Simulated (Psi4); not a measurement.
**SiO2 (silicon dioxide molecule) at MP2-F12/cc-pVDZ-F12 (density fitting, density fitting for correlation)**

Aim: the energy difference between two shapes of SiO2 (silicon dioxide molecule) at MP2-F12/cc-pVDZ-F12 (density fitting, density fitting for correlation), from 2 runs. 

The results are computed with Psi4 1.11.

## 1. Starting point

SiO2 has 3 atoms, charge 0, and is taken as a singlet. As SMILES, `O=[Si]=O`. Geometry: relaxed at GFN2-xTB.

Bond lengths: O1–Si2 1.491 Å, Si2–O3 1.491 Å. Angles: O1–Si2–O3 179.9°.

## 2. The energy at MP2-F12/cc-pVDZ-F12 (density fitting, density fitting for correlation)

Contents of input.json:

```json
{
  "schema_name": "qcschema_input",
  "schema_version": 1,
  "molecule": {
    "schema_name": "qcschema_molecule",
    "schema_version": 2,
    "symbols": ["O", "Si", "O"],
    "geometry": [1.30623539, 2.30034471, 0.9708279, -0.0013795, 0.00083148, -0.00030236, -1.30487479, -2.30119509, -0.97052554],
    "molecular_charge": 0,
    "molecular_multiplicity": 1,
    "fix_com": true,
    "fix_orientation": true
  },
  "driver": "energy",
  "model": {
    "method": "mp2-f12",
    "basis": "cc-pVDZ-F12"
  },
  "keywords": {
    "scf_type": "df",
    "freeze_core": true
  }
}
```

Started as:

```sh
$ psi4 --qcschema input.json -n 1 --memory 1600MB
```

stdout:

```text
[...]
  Running in c1 symmetry.
[...]
  Nuclear repulsion =   90.849657300185001
[...]
  Multiplicity = 1
[...]
  Nalpha       = 15
  Nbeta        = 15
[...]
    Number of basis functions: 99
[...]
   @DF-RHF iter   1:  -438.49054852797724   -9.32369e-01   7.91911e-03 ADIIS/DIIS
[...]
   @DF-RHF iter  10:  -438.72586220816635   -5.40012e-12   6.04843e-09 DIIS
[...]
    Orbital Energies [Eh]
    ---------------------
    Doubly Occupied:
       1A    -68.871704     2A    -20.583423     3A    -20.583409
       4A     -6.221259     5A     -4.328032     6A     -4.328032
       7A     -4.325624     8A     -1.334405     9A     -1.305246
      10A     -0.655673    11A     -0.575439    12A     -0.554576
      13A     -0.554576    14A     -0.514101    15A     -0.514101
[...]
  @DF-RHF Final Energy:  -438.72586220816635
   => Energetics <=
    Nuclear Repulsion Energy =             90.8496573001850010
    One-Electron Energy =                -788.6518371847391791
    Two-Electron Energy =                 259.0763176763878732
    Total Energy =                       -438.7258622081663475
[...]
 Multipole Moments:
 ------------------------------------------------------------------------------------
     Multipole            Electronic (a.u.)      Nuclear  (a.u.)        Total (a.u.)
 ------------------------------------------------------------------------------------
 L = 1.  Multiply by 2.5417464519 to convert [e a0] to [Debye]
 Dipole X            :          0.0053995           -0.0084282           -0.0030287
 Dipole Y            :         -0.0030108            0.0048377            0.0018268
 Dipole Z            :          0.0011427           -0.0018142           -0.0006715
 Magnitude           :                                                    0.0036002
[...]
```

The result, in JSON:

```text
{
 "driver": "energy",
 "model": {
  "method": "mp2-f12",
  "basis": "cc-pVDZ-F12"
 },
 "success": true,
 "return_result": -439.39972688220706,
 "properties": {
  "calcinfo_nbasis": 99,
  "calcinfo_nmo": 99,
  "calcinfo_nalpha": 15,
  "calcinfo_nbeta": 15,
  "calcinfo_natom": 3,
  "nuclear_repulsion_energy": 90.849657300185,
  "return_energy": -439.39972688220706,
  "scf_one_electron_energy": -788.6518371847392,
  "scf_two_electron_energy": 259.0763176763879,
  "scf_dipole_moment": [-0.003028704154058398, 0.001826849124707805, -0.000671499175366852],
  "scf_total_energy": -438.72586220816635,
  "scf_iterations": 10,
  "mp2_same_spin_correlation_energy": -0.14759053589461363,
  "mp2_opposite_spin_correlation_energy": -0.3925683721108082,
  "mp2_singles_energy": -3.480502892615826e-26,
  "mp2_doubles_energy": -0.5401589080054219,
  "mp2_correlation_energy": -0.5401589080054219,
  "mp2_total_energy": -439.26602111617177
 }
}
```

Wall time 44 s (1 thread of AMD EPYC 7R43 (Zen 3), shared host); peak memory 1.4 GiB.

## 3. The distorted shape at the same level

Contents of o2si.xyz:

```xyz
3
O2Si
O      0.744091     1.211883     0.533433
Si    -0.003490    -0.027149     0.039135
O     -0.696179    -1.184496    -0.540629
```

Contents of run.py:

```python
import psi4

psi4.set_memory(1600000000)
psi4.set_num_threads(1)
psi4.core.set_output_file('output.dat', False)

with open('o2si.xyz') as f:
    atoms = ''.join(f.readlines()[2:])
geom = psi4.geometry('0 1\n' + atoms + 'no_reorient\nno_com')

psi4.set_options({
    'scf_type': 'df',
    'freeze_core': True,
})

E, wfn = psi4.energy('mp2-f12/cc-pVDZ-F12', return_wfn=True)
print('E =', round(E, 9))
```

Started as:

```sh
$ python run.py
```

output.dat:

```text
[...]
  Running in c1 symmetry.
[...]
  Nuclear repulsion =   90.435080190366463
[...]
  Multiplicity = 1
[...]
  Nalpha       = 15
  Nbeta        = 15
[...]
    Number of basis functions: 99
[...]
   @DF-RHF iter   1:  -438.48506419932585   -9.44970e-01   7.93188e-03 DIIS/ADIIS
[...]
   @DF-RHF iter  12:  -438.72262349755857   -2.12594e-11   6.89301e-09 DIIS
[...]
    Orbital Energies [Eh]
    ---------------------
    Doubly Occupied:
       1A    -68.874923     2A    -20.584682     3A    -20.584354
       4A     -6.223776     5A     -4.330586     6A     -4.330583
       7A     -4.327976     8A     -1.336611     9A     -1.299551
      10A     -0.655980    11A     -0.573579    12A     -0.555192
      13A     -0.555185    14A     -0.511570    15A     -0.511460
[...]
  @DF-RHF Final Energy:  -438.72262349755857
   => Energetics <=
    Nuclear Repulsion Energy =             90.4350801903664632
    One-Electron Energy =                -787.8033897158420586
    Two-Electron Energy =                 258.6456860279170655
    Total Energy =                       -438.7226234975585726
[...]
 Multipole Moments:
 ------------------------------------------------------------------------------------
     Multipole            Electronic (a.u.)      Nuclear  (a.u.)        Total (a.u.)
 ------------------------------------------------------------------------------------
 L = 1.  Multiply by 2.5417464519 to convert [e a0] to [Debye]
 Dipole X            :         -0.7134424            0.6319924           -0.0814499
 Dipole Y            :          0.1819881           -0.3042270           -0.1222389
 Dipole Z            :         -0.8132929            0.9265743            0.1132814
 Magnitude           :                                                    0.1854969
[...]
```

Standard output:

```text
E = -439.398103642
```

Wall time 39 s (1 thread of AMD EPYC 7R43 (Zen 3), shared host); peak memory 1.4 GiB.

## 4. Outcome

Level: MP2-F12/cc-pVDZ-F12 (density fitting, density fitting for correlation), 7 core orbitals frozen.

| quantity | value |
| --- | --- |
| first shape: total energy | -439.39973 Eh |
| first shape: HOMO energy (Hartree–Fock orbitals) | -13.99 eV |
| first shape: LUMO energy (Hartree–Fock orbitals) | -0.41 eV |
| first shape: HOMO–LUMO gap (Hartree–Fock orbitals) | 13.58 eV |
| first shape: correlation energy (7 core orbitals frozen) | -662.4 mEh |
| distorted shape: total energy | -439.39810 Eh |
| distorted shape: HOMO energy (Hartree–Fock orbitals) | -13.92 eV |
| distorted shape: LUMO energy (Hartree–Fock orbitals) | -0.46 eV |
| distorted shape: HOMO–LUMO gap (Hartree–Fock orbitals) | 13.46 eV |
| distorted shape: correlation energy (7 core orbitals frozen) | -664.0 mEh |
| energy change with the atoms displaced | 0.044 eV |

**Reading.** With the atoms displaced the energy rises by 0.04 eV (1.0 kcal/mol). The first shape isn't relaxed at this level, so the change isn't measured from a minimum.
